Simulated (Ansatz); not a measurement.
# Hafnium, hcp under PBE: testing the Methfessel-Paxton smearing

How small must the Methfessel-Paxton smearing width be for energy and pressure to settle? The geometry was relaxed under PBE beforehand and stays fixed; 7 values are run, from 0.01 to 1.0 eV. Wanted are the values from which on the energy stays within 10 and 1 meV/atom, and the pressure within 0.5 GPa, of the narrowest run. Within the series other settings stay, but some runs also write fields, which adds to their time. Spin polarisation is left out.

Program: Ansatz 0.2.0. Level of theory: DFT PBE, plane waves with PAW, scalar-relativistic. These are calculated values, not measurements.

## 1. The system as given

It takes space group P6_3/mmc (No. 194, hexagonal). Conventional cell: a = 3.205 Å, b = 3.205 Å, c = 5.074 Å, α = 90.00°, β = 90.00°, γ = 120.00°. Around Hf (site symmetry -6m2) lie 12 Hf at 3.14 to 3.20 Å.

Structure file:

```
CELL_PARAMETERS angstrom
3.20451 0.00000 0.00000
-1.60225 2.77518 0.00000
0.00000 0.00000 5.07382
ATOMIC_POSITIONS crystal
Hf 0.33333 0.66667 0.25000
Hf 0.66667 0.33333 0.75000
```

## 2. Run at 0.01 eV

The run at 0.01 eV.

Input file input.yaml:

```yaml
crystal:
  lattice:
    - [3.2045059552, 0.0, 0.0]
    - [-1.6022529776, 2.7751835638, 0.0]
    - [0.0, 0.0, 5.0738215932]
  atoms:
    - { symbol: Hf, position: [0.3333333333, 0.6666666667, 0.25] }
    - { symbol: Hf, position: [0.6666666667, 0.3333333333, 0.75] }
hamiltonian:
  xc: pbe
  pseudopotentials:
    kind: paw
    azcp:
      Hf: "pseudopotentials/Hf.paw.azcp"
basis:
  ecutwfc: 420
  fft_grid_basis: typed
kpoints:
  mp_grid: { grid: [11, 11, 6], shift: [0, 0, 0] }
magnetization:
  spin_polarized: false
scf:
  occupations: { method: methfessel_paxton, width: 0.01 }
  lower_state_search: "off"
output:
  stress: true
```

Started as:

```console
$ ansatz run input.yaml --threads 1 --pin off --max-ram 3584MiB --backend cpu --events-out ev --progress --plain --runs-dir out
```

## 3. Run at 0.03 eV

The run at 0.03 eV.

input.yaml: that of step 2 with these lines changed.

```diff
@@ -22,3 +22,3 @@
 scf:
-  occupations: { method: methfessel_paxton, width: 0.01 }
+  occupations: { method: methfessel_paxton, width: 0.03 }
   lower_state_search: "off"
```

## 4. Run at 0.1 eV

The run at 0.1 eV.

input.yaml: that of step 3 with these lines changed.

```diff
@@ -22,3 +22,3 @@
 scf:
-  occupations: { method: methfessel_paxton, width: 0.03 }
+  occupations: { method: methfessel_paxton, width: 0.1 }
   lower_state_search: "off"
```

## 5. Run at 0.2 eV

The run at 0.2 eV.

input.yaml: that of step 4 with these lines changed.

```diff
@@ -22,3 +22,3 @@
 scf:
-  occupations: { method: methfessel_paxton, width: 0.1 }
+  occupations: { method: methfessel_paxton, width: 0.2 }
   lower_state_search: "off"
@@ -26 +26,5 @@
   stress: true
+  write_density: true
+  write_potential: true
+  elf: true
+  volumetric_format: npy
```

## 6. Run at 0.3 eV

The run at 0.3 eV.

input.yaml: that of step 5 with these lines changed.

```diff
@@ -22,3 +22,3 @@
 scf:
-  occupations: { method: methfessel_paxton, width: 0.2 }
+  occupations: { method: methfessel_paxton, width: 0.3 }
   lower_state_search: "off"
@@ -26,5 +26 @@
   stress: true
-  write_density: true
-  write_potential: true
-  elf: true
-  volumetric_format: npy
```

## 7. Run at 0.6 eV

The run at 0.6 eV.

input.yaml: that of step 6 with these lines changed.

```diff
@@ -22,3 +22,3 @@
 scf:
-  occupations: { method: methfessel_paxton, width: 0.3 }
+  occupations: { method: methfessel_paxton, width: 0.6 }
   lower_state_search: "off"
@@ -26 +26,5 @@
   stress: true
+  write_density: true
+  write_potential: true
+  elf: true
+  volumetric_format: npy
```

## 8. Run at 1.0 eV

The run at 1.0 eV.

input.yaml: that of step 7 with these lines changed.

```diff
@@ -22,3 +22,3 @@
 scf:
-  occupations: { method: methfessel_paxton, width: 0.6 }
+  occupations: { method: methfessel_paxton, width: 1.0 }
   lower_state_search: "off"
@@ -26,5 +26 @@
   stress: true
-  write_density: true
-  write_potential: true
-  elf: true
-  volumetric_format: npy
```

(Steps that only read results are left out.)

**Question.** What will these runs give?

As calculated:

| quantity | value |
| --- | --- |
| E(σ → 0) stays within 10 meV/atom of 0.01 eV | up to 0.6 eV |
| E(σ → 0) stays within 1 meV/atom | up to 0.1 eV |
| pressure stays within 0.5 GPa | up to 0.3 eV |
| pressure at 0.01 eV | 0.25 GPa |
| energy of a separate run on a finer mesh (19×19×10) | -1.1 meV/atom from 0.01 eV |

At 1.0 eV the energy differs by +21.7 meV/atom and the pressure by -0.5 GPa. Over the range F shifts by +32.0 meV/atom, while E(σ → 0) shifts by +21.7. This scheme cancels the term in the square of the width, so F moves little up to 0.2 eV. The mesh (11×11×6) is fixed, so the narrowest widths carry a k-point error of their own. The yardstick itself is unsettled by 1.1 meV/atom against the finer mesh, so the thresholds above hold only within this series, and wider smearing, which averages over more states, can land nearer the fine-mesh value than the narrowest does.
